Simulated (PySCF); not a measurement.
Gas-phase reaction: O2 ⇌ 2 O

Energies from PySCF, thermal terms from the rigid-rotor harmonic-oscillator model, ideal gas at 1 bar. The comparison is the NASA 1993 polynomial table, which mixes measured and estimated data. † marks an energy on the PBE0/def2-TZVP geometry and frequencies; other levels use their own. MP2 freezes the core. 6-31G* has spherical d functions here. Open shells (unrestricted): O2 (multiplicity 3), O (multiplicity 3). Spin-orbit splitting is ignored; it lowers the true energy and changes the entropy of O. B3LYP is the form with VWN-RPA correlation. MP2 isn't extrapolated to the basis-set limit.

```json
[
 {"level": "table", "ΔH°(298 K), kJ": "498.4"},
 {"level": "B3LYP/def2-TZVP†", "ΔH°(298 K), kJ": "510.7"},
 {"level": "HF/6-31G*", "ΔH°(298 K), kJ": "119.7"},
 {"level": "HF/def2-TZVP†", "ΔH°(298 K), kJ": "___"},
 {"level": "MP2/def2-TZVPP†", "ΔH°(298 K), kJ": "517.3"},
 {"level": "PBE/def2-TZVP†", "ΔH°(298 K), kJ": "___"},
 {"level": "ωB97M-V/def2-TZVP†", "ΔH°(298 K), kJ": "___"}
]
```

Complete the blanks.


- HF/def2-TZVP†, ΔH°(298 K), kJ: 135.6
- PBE/def2-TZVP†, ΔH°(298 K), kJ: 593.8
- ωB97M-V/def2-TZVP†, ΔH°(298 K), kJ: 508.8
